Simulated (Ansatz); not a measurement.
We consider rutile PbO2, described by PBE-D4 in Ansatz (PAW).

Settings: plane-wave cutoff 520 eV, 12×12×16 k mesh (along the axes of the cell as run), Fermi–Dirac smearing 0.05 eV, scalar-relativistic PAW data made under PBE.

Energies at three volumes about the minimum:

| V (Å³/atom) | E − E_lowest (meV/atom) |
|---|---|
| 14.175 | 2.25 |
| 14.464 | 0.00 |
| 14.753 | 2.03 |

Q: Fit a parabola by hand: where is the minimum, and what is the bulk modulus?

A: Slopes: (0.00 − 2.25)/(14.464 − 14.175) = -7.785 and (2.03 − 0.00)/(14.753 − 14.464) = 7.024 meV/Å³. Curvature E″ = 2 × (7.024 − (-7.785))/(14.753 − 14.175) = 51.242 meV/Å⁶. From the middle of the first interval, the slope vanishes at V0 = 14.3195 − (-7.785)/51.242 = 14.471 Å³/atom. B = V0 E″ = 14.471 × 51.242 meV/Å³ × 0.1602 GPa per meV/Å³ = 119 GPa. The full Birch–Murnaghan fit to all volumes gives V0 = 14.465 Å³/atom and B0 = 118 GPa.

Shape and atoms are relaxed at each volume.

Note: the bulk modulus comes from volumes at which shape and atoms were relaxed.

Ansatz is a quantum-chemistry and plane-wave program.
